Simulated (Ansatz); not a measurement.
# C₄H₆O₂: one species, many methods

An exercise on one series of results from a longer session: the logs are not shown, and one member is left open.

The runs use Ansatz 0.2.0, Gaussian basis; functionals in def2-TZVPP, the program's frozen cores in correlated methods.

Plan: LDA (SPW92), PBE-D4, revPBE-D4, BLYP-D4, r2SCAN-D4, B97M-V, PBE0-D4, B3LYP-D4, r2SCANh-D4, r2SCAN0-D4, HSE06-D4, BHLYP-D4, CAM-B3LYP-D4, LC-ωPBE, ωB97X-V, ωB97M-V, B2PLYP, PBE-QIDH; CCSD(T)/def2-SVP; CCSD(T)/def2-TZVPP; MP2/def2-QZVPP; extrapolation to the limit; RPA on PBE.

## The geometry

An earlier PBE0-D4 in a triple-zeta def2 set relaxation fixed the geometry.

SMILES `CC(=O)/C=C\O`, 12 atoms, charge 0, spin multiplicity 1.

Atoms are counted from 1 here; the program's logs count them from 0.

Bond lengths: C1–C2 1.499 Å, C1–H7 1.088 Å, C1–H8 1.093 Å, C1–H9 1.093 Å, C2–O3 1.240 Å, C2–C4 1.438 Å, C4–C5 1.359 Å, C4–H10 1.081 Å, C5–O6 1.307 Å, C5–H11 1.088 Å, O6–H12 1.012 Å. Angles: C2–C1–H7 110.0°, C2–C1–H8 110.0°, C2–C1–H9 110.1°, H7–C1–H8 109.7°, H7–C1–H9 109.8°, H8–C1–H9 107.1°, C1–C2–O3 120.0°, C1–C2–C4 118.8°, O3–C2–C4 121.1°, C2–C4–C5 119.1°, C2–C4–H10 120.9°, C5–C4–H10 119.9°, C4–C5–O6 123.8°, C4–C5–H11 122.1°, O6–C5–H11 114.1°, C5–O6–H12 104.5°.

Set-up of the first run:

Input file in.yaml:

```yaml
crystal:
  periodic: [false, false, false]
  atoms:
    - {symbol: C, position_ang: [-1.711925, 0.660305, -0.381911]}
    - {symbol: C, position_ang: [-0.434891, 0.221145, 0.268111]}
    - {symbol: O, position_ang: [-0.287226, 0.345223, 1.492560]}
    - {symbol: C, position_ang: [0.603873, -0.341134, -0.552670]}
    - {symbol: C, position_ang: [1.764366, -0.740620, 0.030277]}
    - {symbol: O, position_ang: [2.004634, -0.646572, 1.311676]}
    - {symbol: H, position_ang: [-2.395229, 1.054508, 0.367664]}
    - {symbol: H, position_ang: [-1.505590, 1.427259, -1.133360]}
    - {symbol: H, position_ang: [-2.177986, -0.181052, -0.901703]}
    - {symbol: H, position_ang: [0.471476, -0.448053, -1.619825]}
    - {symbol: H, position_ang: [2.581051, -1.171764, -0.544266]}
    - {symbol: H, position_ang: [1.164547, -0.234345, 1.697346]}
basis:
  gaussian: {orbitals: def2-TZVPP}
hamiltonian: {xc: lda}
output: {orbitals: {seedname: orbitals}}
```

Started as:

```sh
> ansatz run in.yaml --threads 4 --pin off --events-out ev --progress --plain --max-ram 10444MiB
```

Among the steps run: LDA; PBE-D4 (GGA); revPBE-D4 (GGA); BLYP-D4 (GGA); r2SCAN-D4 (meta-GGA); B97M-V (meta-GGA); PBE0-D4 (hybrid); B3LYP-D4 (hybrid); r2SCANh-D4 (hybrid); r2SCAN0-D4 (hybrid); HSE06-D4 (hybrid); BHLYP-D4 (hybrid); CAM-B3LYP-D4 (range-separated); LC-ωPBE (range-separated); ωB97X-V (range-separated); ωB97M-V (range-separated); B2PLYP (double hybrid); PBE-QIDH (double hybrid).

One of the session's tables, all rows but one given; the rest of the session is left out.

It belongs to the step «Orbital energies across the functionals». 

| functional | HOMO (eV) | gap (eV) |
| --- | --- | --- |
| LDA (SPW92) | -6.23 | 3.63 |
| PBE-D4 | -6.03 | 3.69 |
| revPBE-D4 | -5.96 | 3.71 |
| BLYP-D4 | ? | ? |
| r2SCAN-D4 | -6.33 | 4.14 |
| B97M-V | -6.32 | 4.24 |
| PBE0-D4 | -7.23 | 5.84 |
| B3LYP-D4 | -7.03 | 5.41 |
| r2SCANh-D4 | -6.75 | 4.91 |
| r2SCAN0-D4 | -7.39 | 6.09 |
| HSE06-D4 | -6.84 | 5.06 |
| BHLYP-D4 | -8.25 | 7.95 |
| CAM-B3LYP-D4 | -8.53 | 8.27 |
| LC-ωPBE | -9.81 | 10.68 |
| ωB97X-V | -9.47 | 10.32 |
| ωB97M-V | -9.39 | 10.17 |

**Question.** Estimate the row for BLYP-D4.

Worked estimate for «HOMO (eV)». Against the share of exact exchange, B3LYP-D4 (0.2, -7.03), BHLYP-D4 (0.5, -8.25) give a slope of -4.07 per unit share; at 0 the line stands at -6.22.

The run gave: HOMO (eV): -5.95; gap (eV): 3.73. In «HOMO (eV)» the line misses by -0.27.
